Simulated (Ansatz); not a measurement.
Coupled-cluster diagnostics for H₂S₄, Ansatz.

Geometry of the singlet (PBE0-D4/def2-SVP):

```xyz
6

S    -1.142   -1.667   -1.180
S    -1.417   -0.335    0.380
S     0.352   -0.311    1.457
S     1.633    0.962    0.439
H    -0.621   -0.780   -2.063
H     1.195    2.131    0.967
```

Correlated methods freeze 20 core orbitals.

(1) Estimate the CCSD(T) correlation energy, the shares of MP2 and (T), T1 and the reference's ⟨S²⟩ for: charge 0, singlet, own geometry in def2-TZVPP; charge 1, doublet, vertical in def2-TZVPP; and the rough time on 4 threads of Intel Xeon on a shared host.

## Answers

(1) 
```csv
state,basis,correlation (eV),MP2 share (%),(T) share (%),T1,⟨S²⟩ (pure),wall time,remarks
"charge 0, singlet, own geometry",def2-TZVPP,-21.771,87.7,5.1,0.015,0.00 (0.00),45 s,–
"charge 1, doublet, vertical",def2-TZVPP,-21.112,85.8,5.6,0.057,0.78 (0.75),11 min,large T1
```
Customary marks for T1 are 0.02 (closed shells), 0.045 (open shells) and about 0.05 (3d metals). T1 exceeds 0.02 in 1 of 2 rows and 0.045 in 1; the higher it lies, the less the single-reference result can be trusted.
